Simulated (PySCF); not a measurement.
# CH₃ + 2 F₂ → CF + 3 HF

Level: B3LYP in the def2-TZVP basis family, all electrons, no relativity, computed in PySCF with density fitting; open shells unrestricted.

```json
{"species": "CH₃", "state and structure": "doublet, D3h, C–H 1.079 Å (×3)", "E (Eh)": "-39.85880", "ZPE (kJ/mol)": "78.1", "H(298 K) − H(0) (kJ/mol)": "10.5", "S° (J/(mol K))": "194.5"}
{"species": "F₂", "state and structure": "singlet, D∞h, F–F 1.396 Å", "E (Eh)": "-199.59957", "ZPE (kJ/mol)": "6.3", "H(298 K) − H(0) (kJ/mol)": "8.8", "S° (J/(mol K))": "202.2"}
{"species": "CF", "state and structure": "doublet, C∞v, C–F 1.275 Å", "E (Eh)": "-137.84273", "ZPE (kJ/mol)": "7.8", "H(298 K) − H(0) (kJ/mol)": "8.7", "S° (J/(mol K))": "207.4"}
{"species": "HF", "state and structure": "singlet, C∞v, H–F 0.924 Å", "E (Eh)": "-100.49049", "ZPE (kJ/mol)": "24.4", "H(298 K) − H(0) (kJ/mol)": "8.7", "S° (J/(mol K))": "173.7"}
```

Question: What is the electronic reaction energy?

Answer: At B3LYP/def2-TZVP, ΔE = -672.8 kJ/mol from the differences of the total energies times 2625.5, downhill. 

Question: Add zero-point, thermal and entropy terms for 298.15 K and 1 bar.

Answer: ΔZPE = -9.7 and Δ[H(298) − H(0)] = 6.7 kJ/mol give ΔH° = -675.8 kJ/mol. ΔS° = 129.6 J/(mol K), so ΔG° = -675.8 − 298.15 × (0.1296) = -714 kJ/mol.

The entropy of CF lacks the orbital degeneracy of a ²Π state, up to R ln 2. Each species is the lowest minimum found with this bonding; other isomers or fragments can lie lower.
